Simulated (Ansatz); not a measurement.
A calculation with Ansatz (development build ahead of 0.2.0).

```yaml
crystal:
  periodic: [false, false, false]
  atoms:
    - { symbol: Li, position_ang: [0.0, 0.0, 0.0] }
    - { symbol: Al, position_ang: [1.23282, 1.64376, 3.55884] }
basis:
  gaussian: { orbitals: "6-31G" }
total_charge: 1
magnetization:
  initial_magnetization: 3
hamiltonian:
  xc: hf
correlation:
  method: fci
  frozen_orbitals: { Al: 5, Li: 0 }
```

The input is written out in the form of the current development build from the run's settings.

Output:

```yaml
Converged: yes
Total_energy: -249.02227 hartree
State: lowest quartet root, of any spatial symmetry
```
